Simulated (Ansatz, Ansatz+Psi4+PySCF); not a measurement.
```yaml
atoms:
  - { symbol: C, position_ang: [0.0000, 0.0000, 0.1743] }
  - { symbol: H, position_ang: [0.0000, 0.8622, -0.5230] }
  - { symbol: H, position_ang: [0.0000, -0.8622, -0.5230] }
```

Basis set: cc-pVTZ (spherical functions). Correlated methods keep 1 orbital frozen. Charge 0, multiplicity 1.

Computed with Ansatz (development build ahead of 0.2.0); free ground-state atoms in the same class of orbitals, no zero-point energy, no relativity.

The atomization energy of singlet CH2 from measured heats of formation, zero-point and thermal terms removed is 7.840 eV (G2/97 set, Curtiss et al., J. Chem. Phys. 106, 1063 (1997), as shipped with ASE); it holds spin-orbit and other relativistic effects.

(1) How far do RHF-CCSD(T), RHF-MP2 miss it in this basis?

## Answers

(1)

| method | atomization energy (eV) | computed − measured (eV) |
| --- | --- | --- |
| RHF-CCSD(T) | 7.648 | -0.192 |
| RHF-MP2 | 7.429 | -0.411 |

Caution: another spin multiplicity may lie lower; unrestricted orbitals would lower the determinant.
